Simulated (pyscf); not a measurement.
`[PH3]` + `[GaH]` [singlet] -> `[PH2][Ga]` [singlet] + `[H][H]`, a four-centre exchange (singlet surface; H–P, Ga–H broken, Ga–P, H–H formed). PySCF, gas phase, ωB97X-D3(BJ)/def2-SVP geometries. Energies in kJ/mol from the separated reactants.

AM1 to PM7: differences of heats of formation from MOPAC, which are fitted to 298 K values and so differ in kind from electronic energies by zero-point and thermal terms. 

### Question
Quick PM3 single points give ΔE‡ = -110.1 kJ/mol and ΔE = -217.4 kJ/mol. What does ωB97M-D3(BJ)/def2-TZVP give, and how far is the quick result from it?

### Answer
ωB97M-D3(BJ)/def2-TZVP gives ΔE‡ = 59.4 kJ/mol and ΔE = -40.7 kJ/mol. PM3 lies 169.5 kJ/mol under it in the barrier and 176.7 kJ/mol under it in the reaction energy, so on this step it does not hold to within 12.6 kJ/mol. At PM3 this geometry lies under one side, so its ΔE‡ may be no barrier of that level. ωB97M-D3(BJ)/def2-TZVP has limits of its own. On the reactant side the descent ends in a bound adduct (not fully relaxed), 40.6 kJ/mol under the separated species and 85.5 kJ/mol under the saddle at ωB97X-D3(BJ)/def2-TZVP. At ωB97X-D3(BJ)/def2-TZVP the barrier from the zero used here is 44.9 kJ/mol. One saddle was located; it need not be the lowest between these sides. In the def2 sets elements up to Kr have no core potential.
